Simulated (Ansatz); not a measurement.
# SiH₃ (doublet): RPA-PBE over a scan of the distance Si1–H4, cc-pVDZ

How well do these functionals follow the top wave-function level for SiH₃ (doublet) over a scan of the distance Si1–H4?

Computed with Ansatz 0.2.0, Gaussian basis. Level: cc-pVDZ, all electrons in the functionals, frozen cores in the correlation of double hybrids and RPA.

The runs, in order: RPA-PBE, at 1.170 Å; 1.352 Å; 1.486 Å; 1.629 Å; 1.778 Å; 2.020 Å; 2.395 Å; 2.803 Å; 3.294 Å; 4.029 Å; 5.142 Å.

**1. What is computed**

The geometry derives from a PBE0/def2-TZVP stationary point (not a proven minimum). One bond is set to the value named and the two fragments are kept rigid.

4 atoms, charge 0, spin multiplicity 2.

Atoms are counted from 1 here; the program's logs count them from 0.

Bond lengths: Si1–H2 1.486 Å, Si1–H3 1.486 Å, Si1–H4 1.486 Å. Angles: H2–Si1–H3 111.3°, H2–Si1–H4 111.3°, H3–Si1–H4 111.3°.

As a file:

```csv
atom,x (Å),y (Å),z (Å)
Si1,0.0001,-0.0001,-0.0437
H2,1.4153,0.0146,0.4091
H3,-0.7211,1.2200,0.4030
H4,-0.6968,-1.2329,0.4066
```

No dispersion term is added.

The geometry shown and the zero of energy belong to the point 1.486 Å. The yardstick, FCI, and other wave-function levels (R restricted, U unrestricted, valence and pair active spaces) come from earlier runs.

**2. RPA-PBE, 1.170 Å**

File in.yaml:

```yaml
crystal:
  periodic: [false, false, false]
  atoms:
    - {symbol: Si, position_ang: [-0.004712, -0.008556, -0.040635]}
    - {symbol: H, position_ang: [1.410546, 0.006098, 0.412220]}
    - {symbol: H, position_ang: [-0.725859, 1.211524, 0.406132]}
    - {symbol: H, position_ang: [-0.553391, -0.979203, 0.313901]}
basis:
  gaussian: {orbitals: cc-pVDZ}
magnetization: {spin_polarized: true, initial_magnetization: 1}
hamiltonian: {xc: {name: PBE}}
correlation: {method: rpa, electrons: outside_noble_gas}
```

Run with:

```bash
> ansatz run in.yaml --threads 1 --pin off --events-out ev --progress --plain --max-ram 4096MiB --backend cpu
```

Standard output:

```text
Functional definition: PBE
  name "PBE"
  cite "Perdew, Burke & Ernzerhof, Phys. Rev. Lett. 77, 3865 (1996) doi:10.1103/PhysRevLett.77.3865"
  parent pbe
  parameter kappa = 0.804
  parameter beta = 0.06672455060314922
  exchange = pbe_x(kappa = kappa, mu = beta*pi^2/3)
  correlation = pbe_c(beta = beta)
312 factors; integrals over basis functions are off by at most 1.1e-3 eV
mean field evaluation 1: about -7917.7461 eV, gradient 1.0e1 eV
mean field evaluation 2: about -7917.7434 eV, gradient 1.0e1 eV
mean field evaluation 4: about -7918.6210 eV, gradient 9.1e-1 eV
mean field evaluation 8: about -7918.6282 eV, gradient 8.1e-3 eV
mean field evaluation 16: about -7918.6282 eV, gradient 2.3e-6 eV
mean field -7918.62819440 eV, -291.0042187053 hartree, gradient 2.3e-6 eV, S^2 0.752420; 0 other end points of the search recorded, 0 dependent functions left out
5 core orbitals not correlated: weight in the atoms' cores, before any rotation towards them, 1.000 or more for the frozen orbitals, at most 0.000 for the correlated occupied ones
reference -7906.49064625 eV, -290.5581720378 hartree; 4, 3 occupied and 24, 25 virtual orbitals, 312 factors
Total energy: -7912.28852141 eV, -290.7712400202 hartree
```

Run time: 0.55 s. Hardware: 1 thread of AMD EPYC 7R13, shared host.

From the report: ⟨S²⟩ of the determinant 0.752 (pure doublet: 0.75).

**3. RPA-PBE, 1.352 Å**

File in.yaml:

```yaml
crystal:
  periodic: [false, false, false]
  atoms:
    - {symbol: Si, position_ang: [-0.001947, -0.003664, -0.042421]}
    - {symbol: H, position_ang: [1.413312, 0.010989, 0.410433]}
    - {symbol: H, position_ang: [-0.723093, 1.216416, 0.404345]}
    - {symbol: H, position_ang: [-0.635977, -1.125300, 0.367264]}
basis:
  gaussian: {orbitals: cc-pVDZ}
magnetization: {spin_polarized: true, initial_magnetization: 1}
hamiltonian: {xc: {name: PBE}}
correlation: {method: rpa, electrons: outside_noble_gas}
```

Same command.

Standard output, cut to the lines that bear on the results:

```text
Functional definition: PBE
  name "PBE"
  cite "Perdew, Burke & Ernzerhof, Phys. Rev. Lett. 77, 3865 (1996) doi:10.1103/PhysRevLett.77.3865"
  parent pbe
[...]
312 factors; integrals over basis functions are off by at most 1.1e-3 eV
[...]
mean field -7919.97082238 eV, -291.0535593733 hartree, gradient 2.3e-6 eV, S^2 0.752405; 0 other end points of the search recorded, 0 dependent functions left out
5 core orbitals not correlated: weight in the atoms' cores, before any rotation towards them, 1.000 or more for the frozen orbitals, at most 0.000 for the correlated occupied ones
reference -7907.80552776 eV, -290.6064930421 hartree; 4, 3 occupied and 24, 25 virtual orbitals, 312 factors
Total energy: -7913.60765476 eV, -290.8197172765 hartree
```

It took 0.58 s on 1 thread of AMD EPYC 7R13, shared host.

From the report: ⟨S²⟩ of the determinant 0.752 (pure doublet: 0.75).

**4. RPA-PBE, 1.486 Å**

File in.yaml:

```yaml
crystal:
  periodic: [false, false, false]
  atoms:
    - {symbol: Si, position_ang: [0.000090, -0.000062, -0.043737]}
    - {symbol: H, position_ang: [1.415348, 0.014593, 0.409118]}
    - {symbol: H, position_ang: [-0.721058, 1.220018, 0.403029]}
    - {symbol: H, position_ang: [-0.696788, -1.232882, 0.406559]}
basis:
  gaussian: {orbitals: cc-pVDZ}
magnetization: {spin_polarized: true, initial_magnetization: 1}
hamiltonian: {xc: {name: PBE}}
correlation: {method: rpa, electrons: outside_noble_gas}
```

Launched as before.

Standard output:

```text
Functional definition: PBE
  name "PBE"
  cite "Perdew, Burke & Ernzerhof, Phys. Rev. Lett. 77, 3865 (1996) doi:10.1103/PhysRevLett.77.3865"
  parent pbe
  parameter kappa = 0.804
  parameter beta = 0.06672455060314922
  exchange = pbe_x(kappa = kappa, mu = beta*pi^2/3)
  correlation = pbe_c(beta = beta)
311 factors; integrals over basis functions are off by at most 1.1e-3 eV
mean field evaluation 1: about -7919.6338 eV, gradient 7.9e0 eV
mean field evaluation 2: about -7919.6309 eV, gradient 7.9e0 eV
mean field evaluation 4: about -7920.2190 eV, gradient 7.2e-1 eV
mean field evaluation 8: about -7920.2238 eV, gradient 6.4e-3 eV
mean field -7920.22382702 eV, -291.0628571226 hartree, gradient 9.0e-6 eV, S^2 0.752395; 0 other end points of the search recorded, 0 dependent functions left out
5 core orbitals not correlated: weight in the atoms' cores, before any rotation towards them, 1.000 or more for the frozen orbitals, at most 0.000 for the correlated occupied ones
reference -7908.00600065 eV, -290.6138602847 hartree; 4, 3 occupied and 24, 25 virtual orbitals, 311 factors
Total energy: -7913.83511052 eV, -290.8280761217 hartree
```

Wall time 0.55 s (1 thread of AMD EPYC 7R13, shared host).

From the report: ⟨S²⟩ of the determinant 0.752 (pure doublet: 0.75).

**5. RPA-PBE, 1.629 Å**

File in.yaml:

```yaml
crystal:
  periodic: [false, false, false]
  atoms:
    - {symbol: Si, position_ang: [0.002262, 0.003781, -0.045141]}
    - {symbol: H, position_ang: [1.417520, 0.018436, 0.407714]}
    - {symbol: H, position_ang: [-0.718886, 1.223861, 0.401625]}
    - {symbol: H, position_ang: [-0.761668, -1.347658, 0.448482]}
basis:
  gaussian: {orbitals: cc-pVDZ}
magnetization: {spin_polarized: true, initial_magnetization: 1}
hamiltonian: {xc: {name: PBE}}
correlation: {method: rpa, electrons: outside_noble_gas}
```

The command is unchanged.

Standard output, cut to the lines that bear on the results:

```text
Functional definition: PBE
  name "PBE"
  cite "Perdew, Burke & Ernzerhof, Phys. Rev. Lett. 77, 3865 (1996) doi:10.1103/PhysRevLett.77.3865"
  parent pbe
[...]
312 factors; integrals over basis functions are off by at most 1.2e-3 eV
[...]
mean field -7920.12875419 eV, -291.0593632605 hartree, gradient 4.2e-6 eV, S^2 0.752375; 0 other end points of the search recorded, 0 dependent functions left out
5 core orbitals not correlated: weight in the atoms' cores, before any rotation towards them, 1.000 or more for the frozen orbitals, at most 0.000 for the correlated occupied ones
reference -7907.83495815 eV, -290.6075745891 hartree; 4, 3 occupied and 24, 25 virtual orbitals, 312 factors
Total energy: -7913.71142552 eV, -290.8235307816 hartree
```

Run time: 0.58 s. Hardware: 1 thread of AMD EPYC 7R13, shared host.

From the report: ⟨S²⟩ of the determinant 0.752 (pure doublet: 0.75).

From 1.486 Å: +11.9 kJ/mol.

**6. RPA-PBE, 1.778 Å**

File in.yaml:

```yaml
crystal:
  periodic: [false, false, false]
  atoms:
    - {symbol: Si, position_ang: [0.004526, 0.007786, -0.046604]}
    - {symbol: H, position_ang: [1.419784, 0.022441, 0.406251]}
    - {symbol: H, position_ang: [-0.716622, 1.227866, 0.400162]}
    - {symbol: H, position_ang: [-0.829278, -1.467266, 0.492169]}
basis:
  gaussian: {orbitals: cc-pVDZ}
magnetization: {spin_polarized: true, initial_magnetization: 1}
hamiltonian: {xc: {name: PBE}}
correlation: {method: rpa, electrons: outside_noble_gas}
```

Same command.

Standard output, cut to the lines that bear on the results:

```text
Functional definition: PBE
  name "PBE"
  cite "Perdew, Burke & Ernzerhof, Phys. Rev. Lett. 77, 3865 (1996) doi:10.1103/PhysRevLett.77.3865"
  parent pbe
[...]
313 factors; integrals over basis functions are off by at most 1.3e-3 eV
[...]
mean field -7919.81658826 eV, -291.0478913742 hartree, gradient 8.5e-6 eV, S^2 0.752322; 0 other end points of the search recorded, 0 dependent functions left out
5 core orbitals not correlated: weight in the atoms' cores, before any rotation towards them, 1.000 or more for the frozen orbitals, at most 0.000 for the correlated occupied ones
reference -7907.42689061 eV, -290.5925783834 hartree; 4, 3 occupied and 24, 25 virtual orbitals, 313 factors
Total energy: -7913.37091909 eV, -290.8110174011 hartree
```

Wall time 0.54 s (1 thread of AMD EPYC 7R13, shared host).

From the report: ⟨S²⟩ of the determinant 0.752 (pure doublet: 0.75).

From 1.486 Å: +44.8 kJ/mol.

**7. RPA-PBE, 2.020 Å**

File in.yaml:

```yaml
crystal:
  periodic: [false, false, false]
  atoms:
    - {symbol: Si, position_ang: [0.008203, 0.014291, -0.048980]}
    - {symbol: H, position_ang: [1.423461, 0.028946, 0.403875]}
    - {symbol: H, position_ang: [-0.712945, 1.234371, 0.397786]}
    - {symbol: H, position_ang: [-0.939089, -1.661527, 0.563124]}
basis:
  gaussian: {orbitals: cc-pVDZ}
magnetization: {spin_polarized: true, initial_magnetization: 1}
hamiltonian: {xc: {name: PBE}}
correlation: {method: rpa, electrons: outside_noble_gas}
```

Same command.

Standard output, cut to the lines that bear on the results:

```text
Functional definition: PBE
  name "PBE"
  cite "Perdew, Burke & Ernzerhof, Phys. Rev. Lett. 77, 3865 (1996) doi:10.1103/PhysRevLett.77.3865"
  parent pbe
[...]
312 factors; integrals over basis functions are off by at most 1.5e-3 eV
[...]
mean field -7919.12866079 eV, -291.0226105057 hartree, gradient 2.6e-6 eV, S^2 0.752084; 0 other end points of the search recorded, 0 dependent functions left out
5 core orbitals not correlated: weight in the atoms' cores, before any rotation towards them, 1.000 or more for the frozen orbitals, at most 0.000 for the correlated occupied ones
reference -7906.55615273 eV, -290.5605793566 hartree; 4, 3 occupied and 24, 25 virtual orbitals, 312 factors
Total energy: -7912.64869380 eV, -290.7844761113 hartree
```

Wall time 0.57 s (1 thread of AMD EPYC 7R13, shared host).

From the report: ⟨S²⟩ of the determinant 0.752 (pure doublet: 0.75).

From 1.486 Å: +114.5 kJ/mol.

**8. RPA-PBE, 2.395 Å**

File in.yaml:

```yaml
crystal:
  periodic: [false, false, false]
  atoms:
    - {symbol: Si, position_ang: [0.013901, 0.024371, -0.052662]}
    - {symbol: H, position_ang: [1.429159, 0.039026, 0.400193]}
    - {symbol: H, position_ang: [-0.707247, 1.244451, 0.394104]}
    - {symbol: H, position_ang: [-1.109250, -1.962552, 0.673076]}
basis:
  gaussian: {orbitals: cc-pVDZ}
magnetization: {spin_polarized: true, initial_magnetization: 1}
hamiltonian: {xc: {name: PBE}}
correlation: {method: rpa, electrons: outside_noble_gas}
```

Same command.

Standard output, cut to the lines that bear on the results:

```text
Functional definition: PBE
  name "PBE"
  cite "Perdew, Burke & Ernzerhof, Phys. Rev. Lett. 77, 3865 (1996) doi:10.1103/PhysRevLett.77.3865"
  parent pbe
[...]
312 factors; integrals over basis functions are off by at most 1.3e-3 eV
[...]
mean field -7918.05875636 eV, -290.9832922432 hartree, gradient 2.3e-6 eV, S^2 0.755339; 2 other end points of the search recorded, 0 dependent functions left out
5 core orbitals not correlated: weight in the atoms' cores, before any rotation towards them, 1.000 or more for the frozen orbitals, at most 0.000 for the correlated occupied ones
reference -7905.18433808 eV, -290.5101660981 hartree; 4, 3 occupied and 24, 25 virtual orbitals, 312 factors
Total energy: -7911.57499424 eV, -290.7450183801 hartree
```

Run time: 0.7 s. Hardware: 1 thread of AMD EPYC 7R13, shared host.

From the report: ⟨S²⟩ of the determinant 0.755 (pure doublet: 0.75).

From 1.486 Å: +218.1 kJ/mol.

**9. RPA-PBE, 2.803 Å**

File in.yaml:

```yaml
crystal:
  periodic: [false, false, false]
  atoms:
    - {symbol: Si, position_ang: [0.020100, 0.035338, -0.056667]}
    - {symbol: H, position_ang: [1.435358, 0.049992, 0.396188]}
    - {symbol: H, position_ang: [-0.701048, 1.255417, 0.390099]}
    - {symbol: H, position_ang: [-1.294385, -2.290067, 0.792703]}
basis:
  gaussian: {orbitals: cc-pVDZ}
magnetization: {spin_polarized: true, initial_magnetization: 1}
hamiltonian: {xc: {name: PBE}}
correlation: {method: rpa, electrons: outside_noble_gas}
```

Same command.

Standard output, cut to the lines that bear on the results:

```text
Functional definition: PBE
  name "PBE"
  cite "Perdew, Burke & Ernzerhof, Phys. Rev. Lett. 77, 3865 (1996) doi:10.1103/PhysRevLett.77.3865"
  parent pbe
[...]
315 factors; integrals over basis functions are off by at most 1.0e-3 eV
[...]
mean field -7917.24578911 eV, -290.9534162480 hartree, gradient 6.0e-6 eV, S^2 0.931024; 2 other end points of the search recorded, 0 dependent functions left out
5 core orbitals not correlated: weight in the atoms' cores, before any rotation towards them, 1.000 or more for the frozen orbitals, at most 0.000 for the correlated occupied ones
reference -7904.75070440 eV, -290.4942303544 hartree; 4, 3 occupied and 24, 25 virtual orbitals, 315 factors
Total energy: -7910.76422925 eV, -290.7152233164 hartree
```

Run time: 0.67 s. Hardware: 1 thread of AMD EPYC 7R13, shared host.

From the report: ⟨S²⟩ of the determinant 0.931 (pure doublet: 0.75).

From 1.486 Å: +296.3 kJ/mol.

**10. RPA-PBE, 3.294 Å**

File in.yaml:

```yaml
crystal:
  periodic: [false, false, false]
  atoms:
    - {symbol: Si, position_ang: [0.027560, 0.048535, -0.061488]}
    - {symbol: H, position_ang: [1.442819, 0.063190, 0.391367]}
    - {symbol: H, position_ang: [-0.693587, 1.268615, 0.385278]}
    - {symbol: H, position_ang: [-1.517182, -2.684210, 0.936666]}
basis:
  gaussian: {orbitals: cc-pVDZ}
magnetization: {spin_polarized: true, initial_magnetization: 1}
hamiltonian: {xc: {name: PBE}}
correlation: {method: rpa, electrons: outside_noble_gas}
```

Same command.

Standard output, cut to the lines that bear on the results:

```text
Functional definition: PBE
  name "PBE"
  cite "Perdew, Burke & Ernzerhof, Phys. Rev. Lett. 77, 3865 (1996) doi:10.1103/PhysRevLett.77.3865"
  parent pbe
[...]
316 factors; integrals over basis functions are off by at most 1.0e-3 eV
[...]
mean field -7916.89522167 eV, -290.9405331322 hartree, gradient 1.8e-6 eV, S^2 1.084205; 4 other end points of the search recorded, 0 dependent functions left out
5 core orbitals not correlated: weight in the atoms' cores, before any rotation towards them, 1.000 or more for the frozen orbitals, at most 0.000 for the correlated occupied ones
reference -7905.02286948 eV, -290.5042322365 hartree; 4, 3 occupied and 24, 25 virtual orbitals, 316 factors
Total energy: -7910.53593784 eV, -290.7068337618 hartree
```

Run time: 1.9 s. Hardware: 1 thread of AMD EPYC 7R13, shared host.

From the report: ⟨S²⟩ of the determinant 1.084 (pure doublet: 0.75).

From 1.486 Å: +318.3 kJ/mol.

**11. RPA-PBE, 4.029 Å**

File in.yaml:

```yaml
crystal:
  periodic: [false, false, false]
  atoms:
    - {symbol: Si, position_ang: [0.038728, 0.068292, -0.068704]}
    - {symbol: H, position_ang: [1.453986, 0.082947, 0.384151]}
    - {symbol: H, position_ang: [-0.682420, 1.288372, 0.378062]}
    - {symbol: H, position_ang: [-1.850697, -3.274219, 1.152171]}
basis:
  gaussian: {orbitals: cc-pVDZ}
magnetization: {spin_polarized: true, initial_magnetization: 1}
hamiltonian: {xc: {name: PBE}}
correlation: {method: rpa, electrons: outside_noble_gas}
```

Same command.

Standard output, cut to the lines that bear on the results:

```text
Functional definition: PBE
  name "PBE"
  cite "Perdew, Burke & Ernzerhof, Phys. Rev. Lett. 77, 3865 (1996) doi:10.1103/PhysRevLett.77.3865"
  parent pbe
[...]
316 factors; integrals over basis functions are off by at most 1.0e-3 eV
[...]
mean field -7916.79887748 eV, -290.9369925484 hartree, gradient 2.2e-6 eV, S^2 1.087449; 9 other end points of the search recorded, 0 dependent functions left out
5 core orbitals not correlated: weight in the atoms' cores, before any rotation towards them, 1.000 or more for the frozen orbitals, at most 0.000 for the correlated occupied ones
reference -7905.07913067 eV, -290.5062997969 hartree; 4, 3 occupied and 24, 25 virtual orbitals, 316 factors
Total energy: -7910.55051599 eV, -290.7073694989 hartree
```

Run time: 1.8 s. Hardware: 1 thread of AMD EPYC 7R13, shared host.

From the report: ⟨S²⟩ of the determinant 1.087 (pure doublet: 0.75).

From 1.486 Å: +316.9 kJ/mol.

**12. RPA-PBE, 5.142 Å**

File in.yaml:

```yaml
crystal:
  periodic: [false, false, false]
  atoms:
    - {symbol: Si, position_ang: [0.055639, 0.098209, -0.079631]}
    - {symbol: H, position_ang: [1.470898, 0.112863, 0.373224]}
    - {symbol: H, position_ang: [-0.665508, 1.318288, 0.367135]}
    - {symbol: H, position_ang: [-2.355735, -4.167661, 1.478507]}
basis:
  gaussian: {orbitals: cc-pVDZ}
magnetization: {spin_polarized: true, initial_magnetization: 1}
hamiltonian: {xc: {name: PBE}}
correlation: {method: rpa, electrons: outside_noble_gas}
```

Launched as before.

Standard output, cut to the lines that bear on the results:

```text
Functional definition: PBE
  name "PBE"
  cite "Perdew, Burke & Ernzerhof, Phys. Rev. Lett. 77, 3865 (1996) doi:10.1103/PhysRevLett.77.3865"
  parent pbe
[...]
314 factors; integrals over basis functions are off by at most 1.0e-3 eV
[...]
mean field -7916.78202848 eV, -290.9363733592 hartree, gradient 2.3e-6 eV, S^2 1.082747; 9 other end points of the search recorded, 0 dependent functions left out
5 core orbitals not correlated: weight in the atoms' cores, before any rotation towards them, 1.000 or more for the frozen orbitals, at most 0.000 for the correlated occupied ones
reference -7905.08196641 eV, -290.5064040086 hartree; 4, 3 occupied and 24, 25 virtual orbitals, 314 factors
Total energy: -7910.55700760 eV, -290.7076080611 hartree
```

Wall time 2 s (1 thread of AMD EPYC 7R13, shared host).

From the report: ⟨S²⟩ of the determinant 1.083 (pure doublet: 0.75).

From 1.486 Å: +316.3 kJ/mol.

**13. The comparison**

The yardstick is full CI for this spin, exact in this basis with these frozen cores. It comes from earlier runs at the same points. Energies in kJ/mol, counted from 1.486 Å; blanks weren't run or aren't comparable.

```csv
level,1.170 Å,1.352 Å,1.486 Å,1.629 Å,1.778 Å,2.020 Å,2.395 Å,2.803 Å,3.294 Å,4.029 Å,5.142 Å
FCI,147.7,21.1,0.0,13.0,46.9,117.6,219.2,289.5,315.9,317.7,317.7
RPA-PBE,149.2,21.9,0.0,11.9,44.8,114.5,218.1,296.3,318.3,316.9,316.3
```

Largest miss and mean time a point (FCI took 14 s a point; shared hosts):

```csv
level,largest miss (kJ/mol),where,time a point
RPA-PBE,+6.8,2.803 Å,0.95 s
```

**14. Results**

| quantity | value |
| --- | --- |
| span of the FCI curve | 317.7 kJ/mol |
| largest miss, RPA-PBE | +6.8 kJ/mol (2.803 Å) |

**Reading.** RPA-PBE strays by up to 6.8 kJ/mol, at 2.803 Å. RPA-PBE clearly breaks the spin symmetry at some points (⟨S²⟩ up to 0.34 above the pure value), so energy there is bought with a mixed spin. Functionals and the yardstick converge differently with the basis, so part of each miss in cc-pVDZ is the basis.
